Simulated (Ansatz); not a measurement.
Reaction (SMILES): ClO (OH-Cl) → [OH] (OH) + Cl atom
B3LYP-D3(BJ)/def2-TZVP geometries, fixed; electronic energies without zero-point terms.

How fast the bond dissociation energy converges with the basis for several methods (Ansatz, an electronic-structure program): deviation from each method's own reference, in kcal/mol. References: B3LYP 55.11 kcal/mol, the value in pcseg-4; CCSD(T) 58.74 kcal/mol, Hartree-Fock in aug-cc-pV(Q+d)Z plus the correlation part extrapolated as X^-3 from aug-cc-pV(T+d)Z and aug-cc-pV(Q+d)Z; HF 10.32 kcal/mol, the value in pcseg-4; MP2 65.60 kcal/mol, Hartree-Fock in aug-cc-pV(Q+d)Z plus the correlation part extrapolated as X^-3 from aug-cc-pV(T+d)Z and aug-cc-pV(Q+d)Z; PBE 65.77 kcal/mol, the value in pcseg-4; wB97M-V 59.48 kcal/mol, the value in pcseg-4. Cartesian d functions, on some or all atoms, in 6-31G*, 6-31G**, 6-311G**; all else is spherical. In correlated methods cores are frozen. Open shells are unrestricted. No added dispersion term, no relativity. Functionals ending in -V hold VV10 correlation. 

| basis | functions | B3LYP | CCSD(T) | HF | MP2 | PBE | wB97M-V |
|---|---|---|---|---|---|---|---|
| 6-31G | 24 | -19.90 | -34.45 | -20.95 | … | -20.13 | -20.98 |
| 6-31G* | 36 | -2.67 | -11.39 | -3.28 | … | -2.61 | -2.57 |
| 6-31G** | 39 | -2.51 | -11.20 | -3.14 | … | -2.47 | -2.49 |
| 6-311G** | 51 | -5.67 | -14.12 | -5.76 | … | -5.78 | -5.94 |
| 6-311++G(2d,2p) | 72 | -2.83 | -9.95 | -3.01 | … | -2.66 | -3.27 |
| def2-TZVPD | 95 | -0.59 | -4.52 | -0.52 | … | -0.52 | -0.64 |
| def2-TZVPPD | 108 | -0.49 | -4.17 | -0.42 | … | -0.41 | -0.55 |
| aug-pcseg-2 | 119 | -0.53 | -2.98 | -0.23 | … | -0.50 | -0.59 |

**Question.** Some entries are withheld; supply them.

**Answer.** 
- 6-31G, MP2: -39.63
- 6-31G*, MP2: -13.40
- 6-31G**, MP2: -13.31
- 6-311G**, MP2: -16.73
- 6-311++G(2d,2p), MP2: -10.83
- def2-TZVPD, MP2: -4.89
- def2-TZVPPD, MP2: -4.55
- aug-pcseg-2, MP2: -3.44

Mean absolute deviation over 6-311G**, 6-311++G(2d,2p), def2-TZVPD, def2-TZVPPD, aug-pcseg-2: PBE 1.97, HF 1.99, B3LYP 2.02, wB97M-V 2.20, CCSD(T) 7.15, MP2 8.09 kcal/mol.
